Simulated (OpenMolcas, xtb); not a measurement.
# How methods differ on CH4BO (SMILES [BH]OC)

The species is CH4BO (7 atoms), meant as a doublet with charge 0. As SMILES, `[BH]OC`. The shape is that of a PBE0-D4/def2-TZVP optimisation. This is one conformer, not always the lowest.

```
atom    x (Å)    y (Å)    z (Å)
   B  -1.3196  -1.0257  -0.1729
   O  -0.2724  -0.7071   0.5645
   C   0.6422   0.3386   0.2439
   H  -1.6285  -0.4742  -1.2016
   H   0.3578   0.8340  -0.6876
   H   0.6430   1.0593   1.0623
   H   1.6389  -0.0928   0.1456
```

Each level gives the energy change with the C3–H7 bond stretched from 1.090 to 1.254 Å (eV). The values are calculated.

```
             level            kind     program  value (eV)
            GFN-FF     force field         xtb        0.36
          GFN2-xTB  semi-empirical         xtb        0.29
     UHF/def2-TZVP    Hartree–Fock  OpenMolcas        0.40
  USVWN5/def2-TZVP             LDA  OpenMolcas        0.28
U-revPBE/def2-TZVP             GGA  OpenMolcas        0.28
    UPBE/def2-TZVP             GGA  OpenMolcas        0.29
U-r2SCAN/def2-TZVP        meta-GGA  OpenMolcas        0.33
  UM06-L/def2-TZVP        meta-GGA  OpenMolcas        0.34
  UB3LYP/def2-TZVP   global hybrid  OpenMolcas        0.33
```

The first shape isn't each level's own minimum. The values span 0.28 to 0.40 eV.
